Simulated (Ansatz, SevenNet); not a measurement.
Elastic constant C44 (GPa) of solids drawn from the class of elemental solids other than molecular ones, at two levels: the machine-learned potential SevenNet-l3i5 (trained on PBE and PBE+U data), and r²SCAN in Ansatz (PAW).

| solid | SevenNet-l3i5 | r²SCAN | shift (%) |
|---|---|---|---|
| diamond | 478 | 587 | +23 |
| hcp Zr | 25.5 | 34.4 | +35 |
| hcp Mg | 11.2 | 22.2 | +98 |
| fcc Pd | 80.6 | 60.1 | -25 |
| hcp Os | 105 | 276 | +163 |
| hcp Tl | 0.73 | 7.18 | +884 |
| body-centred tetragonal In | 1.93 | 3.92 | +103 |
| fcc Pt | 77.4 | 58.7 | -24 |
| fcc Pb | 6.13 | 17.1 | +179 |
| bcc Ba | 28.6 | 9.36 | -67 |

The shifts run from -67 % to +884 %, with a median of +67 %.

Over all 10 rows r²SCAN is the larger in 7.

Ansatz's runs of these crystals have no spin polarisation. A magnetic state wasn't tried for fcc Pd, fcc Pt with meta-GGA or hybrid levels, which favour moments.

Spin–orbit coupling is left out, also for the solids with elements from indium on (hcp Os, hcp Tl, body-centred tetragonal In, fcc Pt, fcc Pb, bcc Ba); its size isn't shown.

Each level is taken at its own relaxed cell. Ansatz's density-functional and Hartree–Fock values are scalar-relativistic unless marked +SOC, with PAW data made under PBE.

Ansatz is a quantum-chemistry and plane-wave program.
